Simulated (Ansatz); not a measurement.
A run of Ansatz (development build ahead of 0.2.0) on singlet CHO₂(-) at this shape:

```xyz
4

C    -0.0042   -0.0088   -0.3075
O     0.0040    1.1261    0.2136
O    -0.0036   -1.1248    0.2126
H     0.0013   -0.0007   -1.4829
```

Its results:

| Property | Result |
| --- | --- |
| Converged | yes |
| Total energy | -188.26291 hartree |
| Spin squared of the determinant | 0.000 |

(1) Which input gives this output? Name the method, the orbitals and the basis set, and write the input.

## Answers

(1) RHF in cc-pVTZ. An unrestricted run that stays on the closed shell gives the same numbers.

```yaml
crystal:
  periodic: [false, false, false]
  atoms:
    - { symbol: C, position_ang: [-0.00417, -0.00883, -0.3075] }
    - { symbol: O, position_ang: [0.00401, 1.1261, 0.2136] }
    - { symbol: O, position_ang: [-0.00355, -1.12483, 0.21259] }
    - { symbol: H, position_ang: [0.00133, -0.0007, -1.48291] }
basis:
  gaussian: { orbitals: cc-pVTZ }
total_charge: -1
hamiltonian:
  xc: hf
```

Caution: no diffuse functions for an anion.
